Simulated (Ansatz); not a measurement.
Input file:

```yaml
crystal:
  periodic: [false, false, false]
  atoms:
    - {symbol: B, position_ang: [0.000000, 0.000000, 0.000000]}
    - {symbol: B, position_ang: [0.000000, 0.000000, 4.621000]}
basis:
  gaussian: {orbitals: cc-pVDZ}
total_charge: 1
magnetization: {spin_polarized: false, initial_magnetization: 1}
hamiltonian: {xc: {name: r2SCAN}}
correlation: {method: ccsd_t, electrons: valence}
scf: {omitted_lower_state_checks: [cluster_reference]}
```

```sh
$ ansatz run in.yaml --threads 1 --pin off --events-out ev --progress --plain --max-ram 2393MiB
```

Question: Roughly how long does this take on 1 thread of Arm Neoverse V1, shared host, and how much host memory?

Answer: 9.5 s wall and 0.22 GiB.

```
these checks for a lower state are left out or cut short: cluster_reference
266 factors; integrals over basis functions are off by at most 4.3e-4 eV
mean field evaluation 1: about -1333.3586 eV, gradient 2.3e0 eV
mean field evaluation 2: about -1333.3626 eV, gradient 2.3e0 eV
mean field evaluation 4: about -1333.3901 eV, gradient 2.2e-1 eV
mean field evaluation 8: about -1333.3904 eV, gradient 2.5e-2 eV
mean field evaluation 16: about -1333.1584 eV, gradient 6.2e-1 eV
mean field evaluation 32: about -1333.0928 eV, gradient 2.0e-2 eV
mean field evaluation 64: about -1333.2061 eV, gradient 1.7e-2 eV
mean field evaluation 96: about -1333.2052 eV, gradient 1.5e-1 eV
mean field evaluation 128: about -1333.3902 eV, gradient 1.0e-1 eV
mean field evaluation 160: about -1333.1666 eV, gradient 4.2e-2 eV
mean field -1333.39045781 eV, -49.0011955199 hartree, gradient 4.0e-6 eV, S^2 0.750000; 18 other end points of the search recorded, 0 dependent functions left out
2 core orbitals not correlated: weight in the atoms' cores, before any rotation towards them, 1.000 or more for the frozen orbitals, at most 0.000 for the correlated occupied ones
reference -1326.84779027 eV, -48.7607569227 hartree; 3, 2 occupied and 23, 24 virtual orbitals, 266 factors
second order -2.15117939 eV of doubles, -0.15347938 eV of singles
cycle   1  -2.32679624 eV  change   -8.3e-1 eV  update   9.4e-2
cycle   2  -2.79619785 eV  change   -4.7e-1 eV  update   5.9e-2
cycle   3  -3.54335476 eV  change   -7.5e-1 eV  update   3.9e-2
cycle   4  -3.57275058 eV  change   -2.9e-2 eV  update   9.4e-3
cycle   5  -3.62594906 eV  change   -5.3e-2 eV  update   2.3e-3
cycle   6  -3.59411786 eV  change    3.2e-2 eV  update   1.5e-3
cycle   7  -3.59958143 eV  change   -5.5e-3 eV  update   5.2e-4
cycle   8  -3.60039391 eV  change   -8.1e-4 eV  update   1.9e-4
cycle   9  -3.59977435 eV  change    6.2e-4 eV  update   8.8e-5
cycle  10  -3.59972210 eV  change    5.2e-5 eV  update   4.3e-5
cycle  11  -3.60008461 eV  change   -3.6e-4 eV  update   2.6e-5
cycle  12  -3.59999419 eV  change    9.0e-5 eV  update   7.7e-6
cycle  13  -3.59999526 eV  change   -1.1e-6 eV  update   2.9e-6
cycle  14  -3.59999620 eV  change   -9.3e-7 eV  update   1.8e-6
cycle  15  -3.59999613 eV  change    6.6e-8 eV  update   6.9e-7
perturbative correction -0.06600695 eV, -0.0024257105 hartree
WARN: these amplitudes may be one of several solutions (largest doubles amplitude 0.08, level shift 10.49 eV)
Total energy: -1330.51379335 eV, -48.8954800509 hartree
Checks for a lower state left out: cluster_reference
```
